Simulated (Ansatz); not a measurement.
**BH3 (singlet): the correlation ladder, aug-cc-pVTZ**

One table from this session's results is given with a row withheld; the runs are named, their logs left out.

Method: aug-cc-pVTZ, core rule «outside noble gas», up to 1 orbitals frozen; program: Ansatz 0.2.0, Gaussian basis.

The runs, in order: UHF; CCSD(T) on RHF; BCCD(T) on RHF; CCSDT(Q) on RHF.

7 further runs of the same task are left out: 3 for a known fault of the program, 4 set aside as unsound or not needed.

## The geometry

The geometry is a PBE0/def2-TZVPD stationary point (not a proven minimum) of the parent state, kept for this charge and spin.

4 atoms, charge 0, spin multiplicity 1.

Atoms are counted from 1 here; the program's logs count them from 0.

Bond lengths: B1–H2 1.216 Å, B1–H3 1.216 Å, B1–H4 1.216 Å. Angles: H2–B1–H3 120.0°, H2–B1–H4 120.0°, H3–B1–H4 120.0°.

The first run:

in.yaml reads:

```yaml
crystal:
  periodic: [false, false, false]
  atoms:
    - {symbol: B, position_ang: [0.000000, 0.000000, 0.000000]}
    - {symbol: H, position_ang: [1.215774, 0.014597, 0.003233]}
    - {symbol: H, position_ang: [-0.620523, 1.045595, -0.003567]}
    - {symbol: H, position_ang: [-0.595251, -1.060192, 0.000333]}
basis:
  gaussian: {orbitals: aug-cc-pVTZ}
magnetization: {spin_polarized: true, initial_magnetization: 0}
hamiltonian: {xc: hf}
output: {orbitals: {seedname: orbitals}}
```

The run is started by

```sh
ansatz run in.yaml --threads 1 --pin off --events-out ev --progress --plain --max-ram 4096MiB --backend cpu
```

Steps of the session up to this table: UHF; CCSD(T) on RHF; BCCD(T) on RHF; CCSDT(Q) on RHF.

One table of the session follows, with a row left open; its other results are not shown here.

It belongs to the step «Misses and costs». 

| method | from RCCSDT(Q) (meV) |
| --- | --- |
| RHF | ? |
| RMP2 | +676.6 |
| RCCSD | +85.7 |
| RCCSD(T) | +13.1 |
| BCCD(T) | +13.0 |
| RCCSDT | +1.3 |
| RCCSDT(Q) | 0 |

**Question.** Estimate the row for RHF.

As computed: from RCCSDT(Q) (meV): +3798.2. In the column «from RCCSDT(Q) (meV)» it is the highest.
